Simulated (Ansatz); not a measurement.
Reaction (SMILES): FCF → [CH-](F)F + H+
B3LYP-D3(BJ)/def2-TZVP geometries, fixed; electronic energies without zero-point terms.

Basis-set convergence of the deprotonation energy at MP2 with Ansatz (a first-principles code). Cartesian d functions, on some or all atoms, in 6-31G*, 6-31+G*; all else is spherical. Cores are frozen. No added dispersion term, no relativity. Functions are those of the species that has most. Reference: Hartree-Fock in aug-cc-pVQZ plus the correlation part extrapolated as X^-3 from aug-cc-pVTZ and aug-cc-pVQZ, 407.41 kcal/mol, itself unsure by roughly 0.13 kcal/mol (a third of the extrapolation step and of the last Hartree-Fock step).

```json
[
 {"basis": "6-31G", "functions": "31", "deprotonation energy (kcal/mol)": "?"},
 {"basis": "6-31G*", "functions": "49", "deprotonation energy (kcal/mol)": "426.43"},
 {"basis": "cc-pVDZ", "functions": "52", "deprotonation energy (kcal/mol)": "?"},
 {"basis": "pcseg-1", "functions": "52", "deprotonation energy (kcal/mol)": "417.12"},
 {"basis": "6-31+G*", "functions": "61", "deprotonation energy (kcal/mol)": "402.14"},
 {"basis": "6-311+G**", "functions": "78", "deprotonation energy (kcal/mol)": "408.34"},
 {"basis": "6-311++G(2d,2p)", "functions": "101", "deprotonation energy (kcal/mol)": "407.83"},
 {"basis": "def2-TZVP", "functions": "105", "deprotonation energy (kcal/mol)": "412.09"},
 {"basis": "cc-pVTZ", "functions": "118", "deprotonation energy (kcal/mol)": "418.59"},
 {"basis": "pcseg-2", "functions": "118", "deprotonation energy (kcal/mol)": "412.32"},
 {"basis": "def2-TZVPP", "functions": "121", "deprotonation energy (kcal/mol)": "413.90"},
 {"basis": "def2-TZVPD", "functions": "135", "deprotonation energy (kcal/mol)": "407.01"},
 {"basis": "jun-cc-pV(T+d)Z", "functions": "145", "deprotonation energy (kcal/mol)": "408.01"},
 {"basis": "def2-TZVPPD", "functions": "151", "deprotonation energy (kcal/mol)": "?"},
 {"basis": "6-311++G(3df,3pd)", "functions": "153", "deprotonation energy (kcal/mol)": "409.16"},
 {"basis": "cc-pVQZ", "functions": "225", "deprotonation energy (kcal/mol)": "413.36"},
 {"basis": "pcseg-3", "functions": "246", "deprotonation energy (kcal/mol)": "?"},
 {"basis": "aug-pcseg-3", "functions": "353", "deprotonation energy (kcal/mol)": "408.50"}
]
```

Q: Fill in the missing entries.

A: 
- 6-31G, deprotonation energy (kcal/mol): 413.18
- cc-pVDZ, deprotonation energy (kcal/mol): 425.63
- def2-TZVPPD, deprotonation energy (kcal/mol): 408.78
- pcseg-3, deprotonation energy (kcal/mol): 409.35
